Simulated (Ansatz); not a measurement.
Cost and result for the atomization energy of C₃H₇FO₂, SMILES `CC(O)(F)CO` (13 atoms, 12 bonds).

Cartesian coordinates in Å:
```
C -0.801 -1.086 0.358
C 0.071 -0.194 -0.489
O 1.414 -0.520 -0.407
F -0.342 -0.329 -1.812
C -0.028 1.286 -0.153
O 0.427 1.557 1.145
H -0.638 -2.134 0.094
H -1.852 -0.852 0.193
H -0.565 -0.935 1.412
H 1.510 -1.477 -0.408
H 0.538 1.833 -0.917
H -1.072 1.598 -0.208
H 1.338 1.251 1.192
```

Total charge 0; spin multiplicity 1. The structure was optimised at the PBE0-D4/def2-TZVP level. It is one conformer, not always the lowest. Program: Ansatz. All runs use 2 threads of an AMD EPYC 7R13 on a shared host and a share of an NVIDIA H100 80 GB. Times are those of one run each, without the atoms' runs, and a repeat can differ threefold. Electronic energies, without spin–orbit coupling; frozen cores. CCSD(T)/CBS adds CCSD(T) − MP2 in def2-TZVPP to the MP2 limit, and its time is that of the two runs behind it. T1 = 0.011. B3LYP takes the VWN-RPA correlation (the form of Gaussian; ORCA's B3LYP/G).

CCSD(T)/CBS is a level of theory with its own doubt, some kJ/mol a heavy atom from the limit and from the frozen cores, so smaller differences don't rank the functionals.

```csv
level,functions,wall time,atomization (kcal/mol),difference from CCSD(T)/CBS,per bond
B2PLYP/def2-TZVPP,284,2.8 s,1213.2,-15.8,-1.3
ωB97M-V/def2-TZVPP (with forces),284,3.2 s,1231.6,2.6,0.2
ωB97X-V/def2-TZVPP,284,3.4 s,1229.4,0.4,0.0
PBE-D4/def2-TZVPP (with forces),284,3.9 s,1260.3,31.3,2.6
PBE0-D4/def2-TZVPP,284,4 s,1230.5,1.5,0.1
B3LYP-D4/def2-TZVPP (with forces),284,4.3 s,1223.2,-5.8,-0.5
r2SCAN-D4/def2-TZVPP (with forces),284,4.9 s,1230.6,1.6,0.1
MP2/def2-QZVPP,552,6.5 s,1242.9,13.9,1.2
CCSD(T)/def2-TZVPP,284,7.5 s,1197.1,-31.9,-2.7
CCSD(T)/CBS(def2),–,14 s,1229.0,0.0,0.0
```

In def2-TZVPP, CCSD(T) changes the Hartree–Fock value by +327.0 kcal/mol (the triples alone add +19.5 kcal/mol) and MP2 by +354.0 kcal/mol; breaking electron pairs costs correlation energy, which Hartree–Fock lacks. The D4 term adds +8.5 kcal/mol with B3LYP and +4.5 kcal/mol with PBE0; it sums over pairs of atoms, weighted by their polarisabilities, and B3LYP, whose exchange is more repulsive, gets the larger term. From PBE to PBE0 (25 % exact exchange), in def2-TZVPP and without D4, the atomization energy moves by −28.9 kcal/mol: exact exchange takes away binding that semilocal exchange gives to molecules.
